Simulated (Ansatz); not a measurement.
Reactions of C4H6O, SMILES `C=C=COC`.

Program: Ansatz. Geometries: PBE0-D4/def2-TZVP. ΔE: electronic, gas phase. CCSD(T)/CBS is the MP2 limit (def2-TZVPP, def2-QZVPP) plus CCSD(T) − MP2 in def2-TZVPP, frozen cores. Functionals use def2-TZVPP. Each species was taken in one conformer, which may not be the lowest.

```csv
reaction,B2PLYP (eV),PBE0-D4 (eV),CCSD(T)/CBS(def2) (eV)
`C=C=COC` + `CC(O)(O)F` → `COC(C)(O)F` + `C=C=CO`,0.17,0.15,0.15
`C=C=COC` → `C1=CCOC1`,-1.14,-1.32,-1.27
`C=C=COC` → `C#COCC`,0.26,0.34,0.24
`C=C=COC` → `CC1(O)C=C1`,0.29,0.12,0.13
```

Largest T1 diagnostic: 0.013, for `C=C=CO`.
